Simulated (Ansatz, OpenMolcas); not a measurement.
**Worked example: the enthalpy of formation of C3H3 (cyclopropenyl radical)**

C3H3: 6 atoms, total charge 0, spin state doublet. SMILES: `[CH]1C=C1`. Geometry: relaxed at PBE0-D4/def2-TZVP.

Total energies at ROCCSD(T)/def2-SVPD, 3 core orbitals frozen (OpenMolcas 26.06); the atoms run unrestricted:

| species | state | energy (Eh) |
| --- | --- | --- |
| C3H3 | doublet | -115.540363 |
| C | triplet | -37.721900 |
| H | doublet | -0.499278 |

Harmonic wavenumbers at UPBE0-D4/def2-TZVP, in cm⁻¹: 622, 722, 893, 919, 977, 989, 1042, 1262, 1684, 3091, 3262, 3308.

Measured heats of formation of the gaseous atoms at 298.15 K, in kJ/mol: C 716.9, H 218.0. Take 1 Eh = 2625.50 kJ/mol, 1 cm⁻¹ = 0.0119627 kJ/mol, RT = 2.479 kJ/mol.

Task: Work out the heat of formation of the gas at 298 K.

Result: 
1. Electronic atomisation energy: 3 × (-37.721900) + 3 × (-0.499278) − (-115.540363) = 0.876829 Eh = 2302.1 kJ/mol.
2. Zero-point energy: half the sum of the wavenumbers, 9385.5 cm⁻¹ = 112.3 kJ/mol.
3. Thermal vibrational enthalpy, Σ hcν̃/(exp(hcν̃/kT) − 1): 1.3 kJ/mol. Translation, rotation and pV of a non-linear molecule: 4 RT = 9.9 kJ/mol.
4. The 6 free atoms carry 5/2 RT each: 37.2 kJ/mol.
5. Spin-orbit coupling lowers the free atoms by 3 × 0.02 = 0.1 kJ/mol.
6. Atomisation enthalpy at 298 K: 2302.1 − 0.1 − 112.3 − 1.3 − 9.9 + 37.2 = 2215.7 kJ/mol.
7. Sum of the atoms' heats of formation: 2804.7 kJ/mol. Heat of formation: 2804.7 − 2215.7 = +589.0 kJ/mol.

The tabulated value is +486.8 kJ/mol (Active Thermochemical Tables), so this level is off by +102.2 kJ/mol, or 4.4 % of the atomisation enthalpy. Coupled cluster needs large bases for atomisation: in a finite one the molecule is underbound. A double-zeta basis underbinds. Anharmonicity and any spin-orbit splitting of the molecule are left out, and so is core correlation.
